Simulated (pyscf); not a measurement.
O=Os(=O)(=O)(OH)–OH → O=Os(=O)(=O)=O + H₂O, an elimination (singlet surface; O–Os, H–O broken, H–O formed). Optimised with ωB97X-D3(BJ)/def2-SVP in PySCF. Energies in kcal/mol from the reactant's lowest minimum found.

Small-basis levels: PySCF, no dispersion term, spherical d functions. AM1 to PM7: differences of heats of formation from MOPAC, which are fitted to 298 K values and so differ in kind from electronic energies by zero-point and thermal terms. GFN2-xTB: tblite. Cost: rough CPU time at the saddle relative to B3LYP/6-31G*+LANL2DZ, from one job on a shared machine.

```csv
level,barrier,reaction energy,cost
HF/6-31G*+LANL2DZ,19.9,-22.5,0.1
BP86/6-31G*+LANL2DZ,9.3,-10.2,1
PBE/6-31G*+LANL2DZ,9.3,-8.8,2
B3LYP/LANL2DZ,13.7,-5.0,0.7
M06-2X/6-31G*+LANL2DZ,12.1,-11.7,3
B3LYP/6-311+G**+LANL2DZ,12.4,-16.5,1
GFN2-xTB,17.7,-1.9,under 0.02
PM6,25.5,+1.3,under 0.02
PM7,30.1,-2.5,under 0.02
ωB97M-D3(BJ)/def2-TZVP,11.4,-17.0,–
```

Against the last row the barrier runs from -2.2 (PBE/6-31G*+LANL2DZ) to +18.7 kcal/mol (PM7). ωB97M-D3(BJ)/def2-TZVP has limits of its own. On the product side the descent ends in a complex (not fully relaxed), 6.1 kcal/mol under the separated species and 33.3 kcal/mol under the saddle at ωB97X-D3(BJ)/def2-TZVP. One saddle was located; it need not be the lowest between these sides. In the def2 sets elements past Kr carry core potentials, without spin-orbit coupling.
